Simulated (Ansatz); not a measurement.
# How methods differ on SiH2 (SMILES [H][Si][H])

The species is SiH2 (3 atoms), meant as a singlet with charge 0. SMILES: `[H][Si][H]`. The shape is that of a GFN2-xTB optimisation.

```xyz
3

Si    0.0052   -0.0082   -0.6557
H     1.1102   -0.0200    0.3374
H    -1.1155    0.0282    0.3183
```

Each level gives the energy change with the Si1–H3 bond stretched from 1.485 to 1.856 Å (eV). The values are calculated.

```
                      level                    kind  program  value (eV)  less FCI/3-21G
   SVWN5/3-21G (restricted)                     LDA   Ansatz        0.30           -0.01
  r2SCAN/3-21G (restricted)                meta-GGA   Ansatz        0.38           +0.07
   B3LYP/3-21G (restricted)           global hybrid   Ansatz        0.38           +0.07
    PBE0/3-21G (restricted)           global hybrid   Ansatz        0.39           +0.08
   wB97X/3-21G (restricted)  range-separated hybrid   Ansatz        0.45           +0.14
 BCCD(T)/3-21G (restricted)   coupled cluster or CI   Ansatz        0.31            0.00
CCSDT(Q)/3-21G (restricted)   coupled cluster or CI   Ansatz        0.31            0.00
                  FCI/3-21G      exact in the basis   Ansatz        0.31            0.00
```

FCI/3-21G is exact within its basis and frozen core, so for wave-function methods in that basis the difference is their error; functionals converge differently with the basis, so for them it is only a difference. The first shape isn't each level's own minimum. The values span 0.30 to 0.45 eV. All rows use very small basis sets, so none should be taken for the real molecule's value.
